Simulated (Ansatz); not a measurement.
# C2H3B: the cost of one run

The runs use Ansatz 0.2.0, Gaussian basis; single points in def2-TZVPP.

Cores are frozen in the correlated methods.

### Step 1. The starting structure

6 atoms, charge 0, spin multiplicity 1.

Atoms are counted from 1 here; the program's logs count them from 0.

Bond lengths: B1–C2 1.338 Å, B1–C3 1.446 Å, C2–C3 1.701 Å, C2–H4 1.066 Å, C3–H5 1.075 Å, C3–H6 1.102 Å. Angles: C2–B1–C3 75.2°, B1–C2–C3 55.3°, B1–C2–H4 166.6°, C3–C2–H4 120.9°, B1–C3–C2 49.5°, B1–C3–H5 121.5°, B1–C3–H6 122.2°, C2–C3–H5 115.6°, C2–C3–H6 115.1°, H5–C3–H6 114.6°.

Coordinates:

```mol
C2H3B
  3D, bonds by distance, orders not assigned

  6  6  0  0  0  0  0  0  0  0999 V2000
   -1.1965   -0.0192   -0.1659 B   0  0
   -0.2753   -0.9877   -0.1034 C   0  0
    0.0517    0.6730    0.0681 C   0  0
    0.5110   -1.6846   -0.2839 H   0  0
    0.6046    1.1224   -0.7367 H   0  0
    0.3709    0.9853    1.0755 H   0  0
  1  2  8  0
  1  3  8  0
  2  3  8  0
  2  4  8  0
  3  5  8  0
  3  6  8  0
M  END
```

### Step 2. PBE-D4/def2-TZVPP

The input, run/in.yaml:

```yaml
crystal:
  periodic: [false, false, false]
  atoms:
    - {symbol: B, position_ang: [-1.196469, -0.019164, -0.165933]}
    - {symbol: C, position_ang: [-0.275336, -0.987689, -0.103379]}
    - {symbol: C, position_ang: [0.051709, 0.672998, 0.068063]}
    - {symbol: H, position_ang: [0.510987, -1.684564, -0.283950]}
    - {symbol: H, position_ang: [0.604628, 1.122396, -0.736658]}
    - {symbol: H, position_ang: [0.370895, 0.985294, 1.075530]}
basis:
  gaussian: {orbitals: def2-TZVPP}
hamiltonian: {xc: pbe, dispersion: d4}
output: {forces: true}
```

On the command line:

```sh
> ansatz run in.yaml --threads 2 --pin off --events-out ev --progress --plain --max-ram 3481MiB
```

**Question.** How long does this run take on 2 threads of Intel Xeon at 2.50GHz, shared host, and how much memory does it need?

About 4.3 s, with a peak of 0.12 GiB.
